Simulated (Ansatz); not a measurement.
**Worked example: building the atomization energy of CS, singlet**

Measured: the G2/97 heats of formation, with zero-point and thermal terms from B3LYP taken off, give an electronic atomization energy of 171.3 kcal/mol (Curtiss et al., J. Chem. Phys. 106, 1063 (1997); Staroverov et al., J. Chem. Phys. 119, 12129 (2003)). The calculation below tries to reproduce it.

Geometry (MP2(full)/6-31G*, from the G2/97 set):

```xyz
2

C     0.0000    0.0000    0.0000
S     0.0000    0.0000    1.5447
```

Atomization energies (atoms less molecule, kcal/mol) from Ansatz 0.2.0, frozen cores, restricted molecule, unrestricted atoms (their steps beyond CCSDT(Q) from restricted open-shell runs), sets cc-pV(D+d)Z, cc-pV(T+d)Z, cc-pV(Q+d)Z:

| level | DZ | TZ | QZ |
| --- | --- | --- | --- |
| HF | 94.32 | 96.33 | 96.80 |
| CCSD(T) | 155.43 | 163.46 | 167.68 |
| CCSDT | 155.53 | 163.04 | 167.13 |
| CCSDT(Q) | 156.15 | 164.04 | 168.23 |
| CCSDTQ | 156.07 | – | – |

**Question.** Extrapolate Hartree–Fock with exp(−5.46 √X) and the CCSD(T) correlation part with X⁻³ (X = 3, 4), add each higher step from the largest set that has it, and compare with the measured value.

**Answer.** Hartree–Fock: 96.80 + (96.80 − 96.33) × 0.301 = 96.94.
Correlation: TZ 67.13, QZ 70.88; (64 × 70.88 − 27 × 67.13) / 37 = 73.62.
Full triples (QZ): 167.13 − 167.68 = -0.55.
(Q) (QZ): 168.23 − 167.13 = 1.10.
Full quadruples (DZ): 156.07 − 156.15 = -0.08.
Sum: 171.0 kcal/mol, 0.3 below the measured 171.3.

The steps beyond CCSD(T) add 0.47 kcal/mol, while going from QZ to the limit adds 2.88. Core correlation, scalar relativity, spin–orbit terms and the relaxation from this MP2 geometry are missing from the sum, and the measured value has its own uncertainty.
